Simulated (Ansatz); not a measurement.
Gas-phase electronic energies from Ansatz, PBE0-D4/def2-TZVP geometries. CBS: MP2 limit from def2 TZ/QZ plus the TZ coupled-cluster correction, frozen cores. This one scheme is used for every species, atoms too. Functionals use def2-TZVPP. HSE06 is defined as in plane-wave codes. No spin–orbit coupling; open shells (•) take unrestricted orbitals. Spin–orbit coupling would lower the free atoms: a little for Cl. Each species was taken in one conformer, which may not be the lowest.

Reaction (hydrogen abstraction from the Al–H bond): `[CH3][AlH][SH]` + Cl• → `[CH3][Al][SH]`• + HCl

CCSD(T)/CBS gives -19.1 kcal/mol.

**Question.** Another level gave -19.0 kcal/mol. Which?
A. revPBE/def2-TZVPP
B. HSE06/def2-TZVPP
C. r2SCAN0/def2-TZVPP
D. LC-ωPBE/def2-TZVPP

**Answer.** D. LC-ωPBE -19.0, revPBE -23.6, HSE06 -22.4, r2SCAN0 -20.7 kcal/mol.

Largest T1 diagnostic among the species: 0.014.

At CCSD(T), def2-SVP lies +5.3 kcal/mol from the extrapolated value and def2-TZVPP +1.4 kcal/mol. In def2-TZVPP, CCSD(T) changes the Hartree–Fock value by −9.1 kcal/mol (the triples alone add −1.5 kcal/mol) and MP2 by −12.6 kcal/mol.

CCSD(T)/CBS has its own doubt, a few kJ/mol and more with outer-core shells, so smaller differences from it don't rank the levels.
